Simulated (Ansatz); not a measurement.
**HO–OH, singlet: the ladder up to RCCSDTQ**

Geometry: a PBE0/def2-TZVP stationary point for this spin, not checked as a minimum.

| atom | x (Å) | y (Å) | z (Å) |
| --- | --- | --- | --- |
| O | 0.0000 | -0.1409 | 0.7046 |
| O | 0.0000 | 0.1409 | -0.7046 |
| H | 0.0000 | 0.7608 | 1.0436 |
| H | 0.0000 | -0.7608 | -1.0436 |

Basis cc-pVDZ; Ansatz 0.2.0. Only valence electrons are correlated (noble-gas cores frozen), which leaves 14 electrons in 36 orbitals. Prefix R: restricted or restricted open-shell reference. Active spaces: valence = (14e, 10o) chosen from the atoms' valence shells.

Full CI isn't at hand for all of this; RCCSDTQ serves as the reference, and is uncertain by about the last step of the cluster series.

The UHF ⟨S²⟩ is 0.000, the T1 diagnostic (RCCSD) is 0.0090 and the largest doubles amplitude (RCCSD) is 0.069.

```json
{"level": "RHF", "E − E(RCCSDTQ) (kJ/mol)": "1074.9", "share of correlation (%)": "0.00", "wall time": "–"}
{"level": "RMP2", "E − E(RCCSDTQ) (kJ/mol)": "64.5", "share of correlation (%)": "94.00", "wall time": "–"}
{"level": "CISD", "E − E(RCCSDTQ) (kJ/mol)": "107.1", "share of correlation (%)": "90.04", "wall time": "0.94 s"}
{"level": "RCCSD", "E − E(RCCSDTQ) (kJ/mol)": "27.5", "share of correlation (%)": "97.44", "wall time": "–"}
{"level": "RCCSD(T)", "E − E(RCCSDTQ) (kJ/mol)": "4.0", "share of correlation (%)": "99.63", "wall time": "0.82 s"}
{"level": "BCCD(T)", "E − E(RCCSDTQ) (kJ/mol)": "4.1", "share of correlation (%)": "99.62", "wall time": "0.36 s"}
{"level": "RCCSDT", "E − E(RCCSDTQ) (kJ/mol)": "3.3", "share of correlation (%)": "99.69", "wall time": "–"}
{"level": "RCCSDT(Q)", "E − E(RCCSDTQ) (kJ/mol)": "-0.3", "share of correlation (%)": "100.03", "wall time": "5.5 s"}
{"level": "CASSCF (valence space)", "E − E(RCCSDTQ) (kJ/mol)": "794.5", "share of correlation (%)": "26.09", "wall time": "–"}
{"level": "NEVPT2 (valence space)", "E − E(RCCSDTQ) (kJ/mol)": "106.4", "share of correlation (%)": "90.10", "wall time": "2.9 s"}
{"level": "MRCISD (valence space)", "E − E(RCCSDTQ) (kJ/mol)": "53.4", "share of correlation (%)": "95.03", "wall time": "–"}
{"level": "MRCISD+Q (valence space)", "E − E(RCCSDTQ) (kJ/mol)": "5.3", "share of correlation (%)": "99.51", "wall time": "6 s (H100)"}
```

The correlation energy at RCCSDTQ, counted from RHF, is -11.141 eV. That run took 12 s on 2 threads of AMD EPYC 7R13 with a shared H100 80 GB, shared host.

Times hold each run's SCF and search for its determinant on a shared host, so for small cases they say little of a method's own cost; rows without a card ran on 1 thread of AMD EPYC 7R13.

Natural occupations of CASSCF (valence space) about the gap: 1.998 1.998 1.979 1.975 1.937 0.067 0.024 0.023; effectively unpaired electrons, Σ n²(2−n)², 0.04.

Atomization energy (electronic, same basis, no zero-point term; atoms at the same level, unrestricted beside the R rows where the molecule is a closed shell, with restricted open-shell steps beyond CCSDT(Q)) at RCCSDTQ: 983.7 kJ/mol. Errors of other levels:

```
                   level  error (kJ/mol)
                     RHF          -455.5
                    RMP2            19.5
                    CISD           -92.2
                   RCCSD           -22.5
                RCCSD(T)            -3.0
                 BCCD(T)            -2.8
                  RCCSDT            -2.9
               RCCSDT(Q)             0.4
  CASSCF (valence space)          -150.6
  NEVPT2 (valence space)            22.5
  MRCISD (valence space)           -37.7
MRCISD+Q (valence space)            -8.4
```

This basis is far from its limit, so the value isn't to be set against a measured one. Truncated CI isn't size-consistent, which counts against it in atomization.
